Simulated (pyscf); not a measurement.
This saddle point was located with ωB97X-D3(BJ)/def2-SVP in PySCF.

```xyz
9

C      0.5216     0.3307     0.0406
Al    -1.3331    -0.3432    -0.3696
F     -1.4627    -1.9891    -0.5715
F     -2.5446     0.4680     0.4290
H      0.8437    -0.5313     0.6549
H      0.4273     1.2172     0.6875
H      1.3870     0.5038    -0.6253
Cl    -1.0589     0.5904    -2.5087
H     -0.0483     0.5815    -1.4646
```

Surface: singlet, charge 0. Lowest wavenumbers (cm⁻¹): 877i, 88, 126, 184, 194.

Q: Name the species on either side of this saddle.

A: H₃C–Al(F)–F (SMILES [CH3][Al]([F])[F]) + HCl (SMILES Cl) ⇌ CH₄ (SMILES C) + F–Al(F)–Cl (SMILES [F][Al]([F])[Cl]), a four-centre exchange read from left to right: Al–C, Cl–H broken and C–H, Al–Cl formed. At ωB97M-D3(BJ)/def2-TZVP it lies +4.2 kcal/mol from the left side and +39.1 kcal/mol from the right (each side as separated species at their lowest minima found). On the reactant side the descent ends in an adduct with a Al–Cl contact, 9.5 kcal/mol under the separated species and 11.1 kcal/mol under the saddle at ωB97X-D3(BJ)/def2-TZVP. On the product side the descent ends in a complex (not fully relaxed), 6.7 kcal/mol under the separated species and 44.5 kcal/mol under the saddle at ωB97X-D3(BJ)/def2-TZVP. What is counted as formed (Al–Cl) is already present as a longer contact in the reactant adduct; forming that adduct is a step of its own. At ωB97X-D3(BJ) the barrier from the zero used here is 1.5 kcal/mol. One saddle was located; it need not be the lowest between these sides.
